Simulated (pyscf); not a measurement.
This saddle point was located with ωB97X-D3(BJ)/def2-SVP in PySCF.

```
Si
H 1 1.4794
H 1 1.6192 2 99.21
H 3 1.0955 1 83.56 2 93.63
Cl 4 1.5248 3 148.31 1 0.37
Se 1 2.0635 2 132.11 3 -143.94
```
Charge 0, spin multiplicity 1.

Surface: singlet, charge 0. Lowest wavenumbers (cm⁻¹): 1159i, 129, 370, 471, 589.

Problem. Name the species on either side of this saddle.

Solution. H₂Si=Se + hydrogen chloride (HCl) ⇌ Cl–SiH=Se + hydrogen (H₂), a four-centre exchange read from left to right: H–Si, Cl–H broken and Cl–Si, H–H formed. At ωB97M-D3(BJ)/def2-TZVP it lies +14.8 kcal/mol from the left side and +35.5 kcal/mol from the right (each side as separated species at their lowest minima found). On the reactant side the descent ends in a complex, 6.5 kcal/mol under the separated species and 20.6 kcal/mol under the saddle at ωB97X-D3(BJ)/def2-TZVP. The same reactants have a lower exit, to Cl–SiH₂–SeH (barrier -1.6 kcal/mol at ωB97M-D3(BJ)/def2-TZVP, against +14.8 kcal/mol here). This is the saddle that the search found; another between the same sides may lie lower. Elements up to Kr have no core potential and no relativistic terms here.
